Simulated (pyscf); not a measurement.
HO–In(Cl)–Cl (SMILES [OH][In]([Cl])[Cl]) + H• (SMILES [H]) → •O–In(Cl)–Cl (SMILES [O][In]([Cl])[Cl]) + H₂ (SMILES [H][H]), a hydrogen abstraction (doublet surface; H–O broken, H–H formed). Structures and frequencies: ωB97X-D3(BJ)/def2-SVP in PySCF. Energies in kJ/mol from the separated reactants.

Small-basis levels: PySCF, no dispersion term, spherical d functions. Open shells are spin-unrestricted. 

**Question.** In single points B3LYP/LANL2DZ puts the saddle at 25.7 kJ/mol and the reaction energy at +21.8 kJ/mol. Should these be trusted to within a few kcal/mol? Compare with ωB97M-D3(BJ)/def2-TZVP.

**Answer.** ωB97M-D3(BJ)/def2-TZVP gives ΔE‡ = 69.1 kJ/mol and ΔE = +56.6 kJ/mol. B3LYP/LANL2DZ lies 43.4 kJ/mol under it in the barrier and 34.8 kJ/mol under it in the reaction energy, so on this step it does not hold to within 12.6 kJ/mol. ωB97M-D3(BJ)/def2-TZVP has limits of its own. This is the saddle that the search found; another between the same sides may lie lower. The angle at the transferred H is 153°. In the def2 sets elements past Kr carry core potentials, without spin-orbit coupling.
